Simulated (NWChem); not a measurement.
**One shape, several levels: triplet SiH3Cl**

We compute a comparison of 5 runs (UBHLYP/aug-cc-pVDZ, U-wB97X/aug-cc-pVDZ, UB2PLYP/aug-cc-pVDZ, UCAM-B3LYP/aug-cc-pVDZ, UM06-2X/aug-cc-pVDZ) of triplet SiH3Cl. 

The results are computed with NWChem 7.3.0.

## (1) The structure to begin with

SiH3Cl: 5 atoms, total charge 0, spin state triplet. As SMILES of the parent species, `[SiH3]Cl`. The shape is that of a PBE0-D4/def2-TZVP optimisation. That shape belongs to the parent species and isn't relaxed for this state.

Bond lengths: Si1–Cl2 2.054 Å, Si1–H3 1.481 Å, Si1–H4 1.481 Å, Si1–H5 1.481 Å. Angles: Cl2–Si1–H3 108.5°, Cl2–Si1–H4 108.5°, Cl2–Si1–H5 108.5°, H3–Si1–H4 110.4°, H3–Si1–H5 110.4°, H4–Si1–H5 110.4°.

## (2) The energy at UBHLYP/aug-cc-pVDZ (run 1)

Contents of job.nw:

```
start job
title "ClH3Si"
memory 2200 mb
geometry units angstroms noautosym nocenter noautoz
   Si    -0.112000     0.018600    -0.030900
   Cl     1.838300    -0.513500     0.329900
   H     -0.950900    -0.488300     1.079100
   H     -0.534700    -0.585700    -1.314900
   H     -0.190800     1.495400    -0.104700
end
basis spherical bse
   Si library aug-cc-pVDZ
   Cl library aug-cc-pVDZ
   H library aug-cc-pVDZ
end
dft
   xc bhlyp
   mult 3
   grid xfine
   convergence energy 1e-08
   maxiter 100
   mulliken
   print low
end
task dft energy
```

Run with:

```sh
nwchem job.nw > job.out
```

What it wrote:

```text
[...]
 d= 0,ls=0.0,diis     1   -751.2023254062 -8.38D+02  4.28D-02  6.48D-02     8.3
[...]
 d= 0,ls=0.0,diis    15   -751.2643522335 -5.82D-09  2.46D-06  1.24D-10   100.7
[...]
         Total DFT energy =     -751.264352233525
      One electron energy =    -1208.437317059455
           Coulomb energy =      421.023235547189
    Exchange-Corr. energy =      -50.187495191508
 Nuclear repulsion energy =       86.337224470250
[...]
      Total Density - Mulliken Population Analysis
     ---------------------------------------------
    Atom       Charge   Shell Charges
 -----------   ------   -------------------------------------------------------
    1 Si  14    14.74   2.00  2.03  0.79  0.63 -0.08  6.01  1.53  1.20  0.26  0.28  0.09
    2 Cl  17    16.94   2.00  2.03  1.01  0.92  0.02  6.00  2.98  1.88  0.05  0.03  0.02
    3 H    1     0.77   0.67  0.06 -0.00  0.02  0.02
    4 H    1     0.78   0.71  0.04  0.00  0.01  0.01
    5 H    1     0.78   0.71  0.04  0.00  0.01  0.01
[...]
      <S2> =      2.0102 (Exact =     2.0000)
[...]
```

It took 1.7 min on 1 thread of AMD EPYC 7R43 (Zen 3), shared host; peak memory 0.12 GiB.

## (3) The energy at U-wB97X/aug-cc-pVDZ (run 2)

Contents of mymol.nw:

```
START mymol
TITLE "ClH3Si"
memory 2200 mb
GEOMETRY noautosym nocenter noautoz
  Si      -0.112000       0.018600      -0.030900
  Cl       1.838300      -0.513500       0.329900
  H       -0.950900      -0.488300       1.079100
  H       -0.534700      -0.585700      -1.314900
  H       -0.190800       1.495400      -0.104700
END
BASIS spherical bse
  * library aug-cc-pVDZ
END
DFT
  xc wb97x
  mult 3
  grid xfine
  convergence energy 1e-08
  maxiter 100
  mulliken
END
TASK dft energy
```

Run with:

```sh
nwchem mymol.nw > mymol.out
```

What it wrote:

```text
[...]
          Wavefunction type:  spin polarized.
          No. of atoms     :     5
          No. of electrons :    34
[...]
          Charge           :     0
          Spin multiplicity:     3
[...]
          AO basis - number of functions:    81
[...]
              XC Information
              --------------
                       wb97x  Method XC Functional
                     Hartree-Fock (Exact) Exchange  1.000
                         wb97x Exchange Functional  1.000
                      wb97x Correlation Functional  1.000
[...]
 d= 0,ls=0.0,diis     1   -751.1830026209 -8.38D+02  3.73D-02  7.87D-02    18.9
[...]
 d= 0,ls=0.0,diis    16   -751.2512385366 -2.80D-09  5.75D-07  4.39D-11   279.5
[...]
         Total DFT energy =     -751.251238536557
      One electron energy =    -1208.723234767305
           Coulomb energy =      421.297269350390
    Exchange-Corr. energy =      -50.162497589891
 Nuclear repulsion energy =       86.337224470250
[...]
      Total Density - Mulliken Population Analysis
     ---------------------------------------------
    Atom       Charge   Shell Charges
 -----------   ------   -------------------------------------------------------
    1 Si  14    15.10   2.00  2.03  0.76  0.80 -0.08  6.02  1.57  1.39  0.21  0.29  0.11
    2 Cl  17    16.92   2.00  2.04  0.99  0.92  0.03  6.00  3.00  1.86  0.04  0.03  0.02
    3 H    1     0.65   0.65 -0.02 -0.00  0.02  0.01
    4 H    1     0.66   0.70 -0.05 -0.00  0.01 -0.00
    5 H    1     0.66   0.70 -0.05 -0.00  0.01 -0.00
[...]
      <S2> =      2.0088 (Exact =     2.0000)
[...]
```

Run time: 4.7 min. Hardware: 1 thread of AMD EPYC 7R43 (Zen 3), shared host; peak memory 0.12 GiB.

Run 3 isn't shown in full; the table further down has it.

## (4) A single-point energy at UCAM-B3LYP/aug-cc-pVDZ (run 4)

Contents of clh3si.nw:

```
START clh3si
memory stack 880 mb heap 220 mb global 1100 mb
charge 0

GEOMETRY units bohr noautosym nocenter noautoz
   Si -0.21164933  0.03514891 -0.05839254
   Cl  3.47388353 -0.97037436  0.62342065
   H  -1.79694057 -0.92275327  2.03920346
   H  -1.01043656 -1.10681259 -2.48480088
   H  -0.36055974  2.82589645 -0.19785433
END

BASIS spherical bse
   * library aug-cc-pVDZ
END

DFT
   xc xcamb88 1.00 lyp 0.81 vwn_5 0.19 hfexch 1.00
   cam 0.33 cam_alpha 0.19 cam_beta 0.46
   mult 3
   grid xfine
   convergence energy 1e-08
   direct
   maxiter 100
   mulliken
END

TASK dft energy
```

Run with:

```sh
nwchem clh3si.nw > clh3si.out
```

What it wrote:

```text
[...]
          Wavefunction type:  spin polarized.
          No. of atoms     :     5
          No. of electrons :    34
[...]
          Charge           :     0
          Spin multiplicity:     3
[...]
          AO basis - number of functions:    81
[...]
              XC Information
              --------------
                     Hartree-Fock (Exact) Exchange  1.000
                   CAM-Becke88 Exchange Functional  1.000
                      VWN V Correlation Functional  0.190 local
              Lee-Yang-Parr Correlation Functional  0.810
[...]
 d= 0,ls=0.0,diis     1   -751.2198598088 -8.38D+02  4.20D-02  8.31D-02    16.5
[...]
 d= 0,ls=0.0,diis    15   -751.2840211639 -4.02D-09  1.52D-06  2.05D-11   233.7
[...]
         Total DFT energy =     -751.284021163858
      One electron energy =    -1208.548610289549
           Coulomb energy =      421.106706053787
    Exchange-Corr. energy =      -50.179335204126
 Nuclear repulsion energy =       86.337218276031
[...]
      Total Density - Mulliken Population Analysis
     ---------------------------------------------
    Atom       Charge   Shell Charges
 -----------   ------   -------------------------------------------------------
    1 Si  14    15.06   2.00  2.03  0.79  0.77 -0.08  6.02  1.56  1.31  0.25  0.28  0.12
    2 Cl  17    16.95   2.00  2.04  1.00  0.90  0.05  6.00  3.01  1.85  0.05  0.02  0.02
    3 H    1     0.66   0.66 -0.03 -0.00  0.02  0.02
    4 H    1     0.67   0.70 -0.05 -0.00  0.01  0.00
    5 H    1     0.67   0.70 -0.05 -0.00  0.01  0.00
[...]
      <S2> =      2.0079 (Exact =     2.0000)
[...]
```

Run time: 3.9 min. Hardware: 1 thread of AMD EPYC 7R43 (Zen 3), shared host; peak memory 0.12 GiB.

## (5) The energy at UM06-2X/aug-cc-pVDZ (run 5)

Contents of calc.nw:

```
start calc
title "ClH3Si M06-2X"
memory stack 880 mb heap 220 mb global 1100 mb
charge 0

geometry units angstroms noautosym nocenter noautoz
 Si    -0.112000     0.018600    -0.030900
 Cl     1.838300    -0.513500     0.329900
 H     -0.950900    -0.488300     1.079100
 H     -0.534700    -0.585700    -1.314900
 H     -0.190800     1.495400    -0.104700
end

basis spherical bse
 * library aug-cc-pVDZ
end

dft
 xc m06-2x
 mult 3
 grid xfine
 convergence energy 1e-08
 maxiter 100
 mulliken
end

task dft energy
```

Run with:

```sh
nwchem calc.nw > calc.out
```

What it wrote:

```text
[...]
          Wavefunction type:  spin polarized.
          No. of atoms     :     5
          No. of electrons :    34
[...]
          Charge           :     0
          Spin multiplicity:     3
[...]
          AO basis - number of functions:    81
[...]
              XC Information
              --------------
                       M06-2X Method XC Functional
                     Hartree-Fock (Exact) Exchange  0.540
                        M06-2X Exchange Functional  1.000
                      M06-2X Correlation Potential  1.000
[...]
 d= 0,ls=0.0,diis     1   -751.1574757717 -8.37D+02  4.47D-02  6.47D-02    13.2
[...]
 d= 0,ls=0.0,diis    14   -751.2162757491 -9.68D-09  4.51D-06  2.02D-10   157.8
[...]
         Total DFT energy =     -751.216275749058
      One electron energy =    -1208.838977074559
           Coulomb energy =      421.428962947360
    Exchange-Corr. energy =      -50.143486092108
 Nuclear repulsion energy =       86.337224470250
[...]
      Total Density - Mulliken Population Analysis
     ---------------------------------------------
    Atom       Charge   Shell Charges
 -----------   ------   -------------------------------------------------------
    1 Si  14    14.97   2.00  2.03  0.80  0.69 -0.03  6.01  1.52  1.33  0.21  0.28  0.12
    2 Cl  17    16.99   2.00  2.03  1.00  0.91  0.03  6.00  2.99  1.93  0.04  0.02  0.02
    3 H    1     0.67   0.65  0.01 -0.01  0.01  0.01
    4 H    1     0.68   0.70 -0.02 -0.01  0.01  0.00
    5 H    1     0.68   0.70 -0.02 -0.01  0.01  0.00
[...]
      <S2> =      2.0082 (Exact =     2.0000)
[...]
```

Run time: 2.7 min. Hardware: 1 thread of AMD EPYC 7R43 (Zen 3), shared host; peak memory 0.12 GiB.

## (6) All runs side by side

```tsv
run	level	frozen core orbitals	energy (Eh)	⟨S²⟩	wall time
1	UBHLYP/aug-cc-pVDZ	–	-751.264352	2.010	1.7 min
2	U-wB97X/aug-cc-pVDZ	–	-751.251239	2.009	4.7 min
3	UB2PLYP/aug-cc-pVDZ	10	-750.995282	2.011	2.9 min
4	UCAM-B3LYP/aug-cc-pVDZ	–	-751.284021	2.008	3.9 min
5	UM06-2X/aug-cc-pVDZ	–	-751.216276	2.008	2.7 min
```

## (7) What came out

| quantity | value |
| --- | --- |
| run 5: total energy | -751.21628 Eh |
| run 5: dipole moment | 1.60 D |
| run 5: HOMO energy (highest over α and β) | -3.20 eV |
| run 5: ⟨S²⟩ | 2.008 |

Over runs 2, 3, 4, 5 the dipole moment (its size) runs from 1.28 D (UCAM-B3LYP/aug-cc-pVDZ) to 1.64 D (UB2PLYP/aug-cc-pVDZ). A double hybrid's value is that of its SCF part. Totals of different functionals can't be ranked against each other. All runs together took 16 min, the longest 4.7 min.
